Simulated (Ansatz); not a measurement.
propene cation (C3H6), SMILES C(C)=C (connectivity only; charge and spin as stated), charge +1, multiplicity 2.

Coordinates come from a ωB97X-D3(BJ)/def2-TZVP optimisation. The multiplicity is an assumed one; other spin states were not compared.

Two levels are set side by side: PBE/def2-SVPD (Ansatz, a program for electronic structure) and PBE0/def2-SVPD (Ansatz). Energy differences of separate SCF runs at the same geometry; the states with an electron removed or added have multiplicity 1 and 1. Differences are taken from unrounded values.

```csv
quantity,PBE0,PBE,PBE minus PBE0
vertical ionisation energy (eV),17.89,17.76,-0.13
vertical electron affinity (eV),9.25,9.31,0.06
```

On these quantities the two levels nearly agree.
